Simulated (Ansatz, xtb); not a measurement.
**Ranking isomers of C2F3N**

4 gas-phase structures of C2F3N, found in a search over its isomers (lower ones may exist). Each was relaxed with GFN2-xTB:

A. `[C-]#[N+]C(F)(F)F`, a singlet
B. `FC1=NC1(F)F`, a singlet
C. `F[C-]=[N+]=C(F)F`, a singlet
D. `N#CC(F)(F)F`, a singlet

Estimate their order in r2SCAN-D4/def2-SVP energy at these geometries, lowest first.

Calculated order at r2SCAN-D4/def2-SVP: D (0.0), A (12.5), B (35.5), C (47.8) kcal/mol.

Energies above the lowest of each column, in kcal/mol; the last columns are at BLYP-D3(BJ)/def2-SVP geometries and were run for some of them only (a dash: not run or not comparable):

```
structure  GFN2-xTB  HF/STO-3G  r2SCAN-D4/def2-SVP  BLYP-D3(BJ)/def2-SVP  CCSD(T)/def2-SVP + ΔMP2/def2-TZVPP
        D       0.0        0.0                 0.0                   0.0                                 0.0
        A      13.0       12.6                12.5                  13.9                                14.7
        B      22.3       46.9                35.5                  36.3                                41.0
        C      18.5       61.3                47.8                     –                                   –
```

Every level run on D puts it lowest or level with the lowest. Frequencies (BLYP-D3(BJ)/def2-SVP) were run for A, B, D alone. ΔMP2 is the change of the MP2 energy from the smaller to the larger basis.

Over these structures GFN2-xTB departs from r2SCAN-D4/def2-SVP by 10.7 kcal/mol on average once a common shift is removed. A GFN2-xTB relaxation took about 0.045 s and the r2SCAN-D4/def2-SVP energy about 2.3 s on a shared host (Ansatz 0.2.0, xtb 6.7.1).
